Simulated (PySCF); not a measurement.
H3N, SMILES `N`, neutral singlet in the gas phase. 

Cartesian coordinates (Å):
```xyz
4

N      0.0003    -0.0011     0.3040
H     -0.5655    -0.7454    -0.1034
H     -0.3632     0.8629    -0.0979
H      0.9284    -0.1164    -0.1027
```
Charge 0, multiplicity 1.

All levels are single points at this geometry (PBE0-D3(BJ)/def2-SVP); Pople sets use spherical d functions. Orbital energies aren't observables, and empty levels follow the basis.

B3LYP/3-21G in PySCF gives dipole (D) = 2.15.

Q: Estimate the dipole (D) from each of these levels: PBE0-D3(BJ)/def2-TZVP in PySCF; ωB97X-D3(BJ)/def2-TZVP in PySCF; B3LYP/6-311+G** in PySCF; M06-2X/6-31G* in PySCF; SVWN5/6-31G* in PySCF; HF/3-21G in PySCF; HF/6-31G* in PySCF; HF/STO-3G in PySCF.

A: 
```csv
level,dipole (D)
PBE0-D3(BJ)/def2-TZVP in PySCF,1.78
ωB97X-D3(BJ)/def2-TZVP in PySCF,1.80
B3LYP/6-311+G** in PySCF,1.85
M06-2X/6-31G* in PySCF,1.97
SVWN5/6-31G* in PySCF,2.00
HF/3-21G in PySCF,2.25
HF/6-31G* in PySCF,2.02
HF/STO-3G in PySCF,1.84
```
